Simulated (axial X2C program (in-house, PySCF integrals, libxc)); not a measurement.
# Testing model relations on LiMg⁺

A bond curve at the PBE0 level, 2c, was computed with an in-house all-electron X2C program for linear molecules (integrals from PySCF) (basis Mg dyall-v3z [9s8p5d3f], Li dyall-v3z [7s8p2d] (cores contracted in-house)) for the state Ω = 0 (closed shell). Its fit gives Re = 2.8929 Å, ωe = 268.4 cm⁻¹, ωexe = 2.44 cm⁻¹ and αe = 4.988e-03 cm⁻¹; the masses are 23.9850 and 7.0160 u. Two-component means X2C with spin–orbit coupling and atomic mean-field Coulomb and Gaunt terms.

Q: Find the reduced mass, Be and the force constant.

A: From the PBE0 values: μ = 5.4282 u. Be = 16.8576/(μ Re²) = 0.3711 cm⁻¹. k = 5.8918×10⁻⁷ μ ωe² = 0.23 mdyn/Å.

Q: Estimate the centrifugal constant by the Kratzer relation.

A: D = 4Be³/ωe² = 2.84e-06 cm⁻¹.

Q: Give B0, the J = 1←0 line in GHz and the most populated J at 300 K (kT = 208.5 cm⁻¹).

A: B0 = Be − αe/2 = 0.3686 cm⁻¹; 2B0 = 22.1 GHz; J(max) ≈ √(kT/2B0) − 1/2 = 16.3, so J = 16.

Q: A Morse curve ties αe to the other constants (Pekeris). How well does that hold?

A: αe(Morse) = 6Be²/ωe × (√(ωexe/Be) − 1) = 4.815e-03 cm⁻¹; the PBE0 curve gives 4.988e-03 cm⁻¹, a ratio of 0.97.

Q: Estimate De from a Morse curve and compare with the computed well depth of 0.893 eV to Mg + Li+.

A: De(Morse) = ωe²/(4ωexe) = 0.915 eV against 0.893 eV computed, a ratio of 1.02. For De the Morse form works well here.

Occupations by symmetry block were frozen at the best pattern of an incomplete PBE0 search. Dissociation energies refer to the lowest single-determinant-based atoms at the same level and basis.
